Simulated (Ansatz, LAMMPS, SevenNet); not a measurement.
Cohesive energy of hcp Zn: levels of theory against measurement

Reference value: 1.38 eV/atom (measured, finite-temperature (and zero-point) corrections as in the cited sets; as tabulated in Jana et al. (2018), arXiv:1807.00350).

```
level (code)                    value (eV/atom)  cell (Å³/atom)  error (eV/atom)
------------------------------  ---------------  --------------  ---------------
Lennard-Jones uff-vdw (LAMMPS)             0.05           13.68            -1.33
SevenNet-0 (SevenNet)                      1.30           15.47            -0.08
LDA (Ansatz)                               1.88           13.62            +0.50
PBE (Ansatz)                               1.11           15.24            -0.27
r²SCAN (Ansatz)                            1.47           14.47            +0.09
HSE06 (Ansatz)                             1.18           15.52            -0.20
PBE0 (Ansatz)                              1.17           15.39            -0.21
```

Leaving aside Lennard-Jones uff-vdw, SevenNet-0, which can be fitted to such values or carry a doubt: Closest of these to the reference: r²SCAN (+0.09 eV/atom). Farthest off: LDA (+0.50 eV/atom). Within 0.3 eV/atom: PBE, r²SCAN, HSE06, PBE0. The lowest first-principles rung that does so: DFT without exact exchange (PBE, r²SCAN).

Lennard-Jones uff-vdw: this is a force field's van der Waals term alone, without bonds or charges. SevenNet-0: free atoms can lie outside what these potentials were trained on. Each level is taken at its own relaxed cell. Cutoffs and k meshes differ between the levels. Ansatz's density-functional and Hartree–Fock values are scalar-relativistic unless marked +SOC, with PAW data made under PBE.

Machine-learned potentials (SevenNet-0) are trained on DFT data, which may include these solids.

Differences are worked out from the printed values.

Ansatz is a program for electronic structure.
